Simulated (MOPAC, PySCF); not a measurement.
C2H3N, SMILES `CC#N`, neutral singlet in the gas phase. 

Cartesian coordinates (Å):
```xyz
6

C     -0.4885     0.0122    -0.0113
C      0.9651    -0.0242     0.0223
N      2.1139    -0.0530     0.0488
H     -0.8881    -0.0182     1.0025
H     -0.8726    -0.8439    -0.5662
H     -0.8298     0.9270    -0.4962
```
Charge 0, multiplicity 1.

All levels are single points at this geometry (B3LYP-D3(BJ)/def2-TZVP); Pople sets use spherical d functions. Orbital energies aren't observables, and empty levels follow the basis.

```csv
level,HOMO (eV),LUMO (eV),gap (eV),dipole (D),"vertical IE, Delta-SCF (eV)"
B3LYP-D3(BJ)/def2-TZVP in PySCF,-9.23,0.47,9.71,4.00,12.25
B3LYP/3-21G in PySCF,-9.02,1.36,10.38,3.59,–
B3LYP/6-311+G** in PySCF,-9.28,-0.31,8.97,4.05,–
BP86/6-31G* in PySCF,-7.90,0.13,8.03,3.76,–
M06-2X/6-31G* in PySCF,-10.64,2.48,13.11,3.79,–
SVWN5/6-31G* in PySCF,-7.94,0.06,8.00,3.83,–
HF/3-21G in PySCF,-12.53,5.85,18.38,3.90,–
HF/STO-3G in PySCF,-11.11,9.83,20.94,3.06,–
PM7 in MOPAC,-12.92,1.25,14.16,3.78,–
```
